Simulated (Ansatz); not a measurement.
Relaxation of C2H6OS (10 atoms, charge 0, multiplicity 1), to a largest force component of 0.015 eV/Å in at most 40 steps.

Theory: RKS PBE/def2-SVP in Ansatz 0.2.0.

```xyz
10
Properties=species:S:1:pos:R:3
O -1.468 0.290 -0.773
C -0.419 0.555 0.181
C 0.271 -0.706 0.492
S 1.356 -1.285 -0.846
H -1.865 1.128 -1.019
H -0.918 0.968 1.084
H 0.242 1.352 -0.223
H -0.389 -1.523 0.758
H 0.966 -0.570 1.385
H 2.050 -0.148 -0.975
```

Where does it end, and by what steps?

It converged. The force dipped under the threshold on the way, but the program's further checks kept it going. After 8 steps the energy has fallen by 0.202 eV; H10 moved furthest, 0.30 Å.

```json
{"step": "0", "energy less start (eV)": "0.0000", "largest force component (eV/Å)": "2.466", "accepted": "yes"}
{"step": "1", "energy less start (eV)": "-0.1728", "largest force component (eV/Å)": "0.949", "accepted": "yes"}
{"step": "2", "energy less start (eV)": "-0.1968", "largest force component (eV/Å)": "0.227", "accepted": "yes"}
{"step": "3", "energy less start (eV)": "-0.2002", "largest force component (eV/Å)": "0.139", "accepted": "yes"}
{"step": "4", "energy less start (eV)": "-0.2011", "largest force component (eV/Å)": "0.032", "accepted": "yes"}
{"step": "5", "energy less start (eV)": "-0.2014", "largest force component (eV/Å)": "0.012", "accepted": "yes"}
{"step": "6", "energy less start (eV)": "-0.2016", "largest force component (eV/Å)": "0.011", "accepted": "yes"}
{"step": "7", "energy less start (eV)": "-0.2016", "largest force component (eV/Å)": "0.009", "accepted": "yes"}
{"step": "8", "energy less start (eV)": "-0.2017", "largest force component (eV/Å)": "0.005", "accepted": "yes"}
```

```xyz
10
Properties=species:S:1:pos:R:3
O -1.507 0.279 -0.755
C -0.504 0.592 0.187
C 0.321 -0.657 0.468
S 1.296 -1.289 -0.954
H -1.910 1.113 -1.051
H -0.937 0.938 1.163
H 0.175 1.407 -0.167
H -0.366 -1.488 0.729
H 0.986 -0.494 1.339
H 2.272 -0.339 -0.896
```

Whether the end is a true minimum wasn't checked by a vibrational analysis.

The run took 28 s on 1 thread of Arm Neoverse V1, on a shared host, peak memory 0.12 GiB.
